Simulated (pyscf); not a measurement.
Single points on ωB97X-D3(BJ)/def2-SVP structures (PySCF, gas phase). Correlated levels are frozen-core, on RHF or UHF. ΔMP2 is the change of the MP2 total energy from the triple- to the quadruple-zeta basis.

### Question
HO–PH₂ (SMILES OP) + GaH₃ (SMILES [GaH3]) → PH₃ (SMILES P) + HO–GaH₂ (SMILES [OH][GaH2])
Surface: singlet. Broken: O–P, Ga–H. Formed: H–P, Ga–O. Give ΔE‡ and ΔE from CCSD(T)/def2-TZVPP + ΔMP2(QZVPP), relative to the separated reactants.

### Answer
ΔE‡ = 13.1 kcal/mol, ΔE = -23.2 kcal/mol. Zero-point energy shifts the barrier by +2.4 kcal/mol. It is a four-centre exchange, with an imaginary mode of 602i cm⁻¹. On the reactant side the descent ends in an adduct with a Ga–O contact, 14.7 kcal/mol under the separated species and 26.1 kcal/mol under the saddle at ωB97X-D3(BJ)/def2-TZVP. What is counted as formed (Ga–O) is already present as a longer contact in the reactant adduct; forming that adduct is a step of its own. The same reactants have a lower exit, to H₂P–O–GaH₂ + H₂ (barrier +9.4 kcal/mol at ωB97M-D3(BJ)/def2-TZVP, against +14.7 kcal/mol here). One saddle was located; it need not be the lowest between these sides. The CCSD(T) − MP2 part came from Ansatz, without density fitting, on the same reference. The frozen core leaves the outer d or s,p core shells of the metals and heavy elements correlated in the MP2 and CC values, and def2-TZVPP describes them poorly, which can shift differences by a few kcal/mol. Elements up to Kr have no core potential and no relativistic terms here.
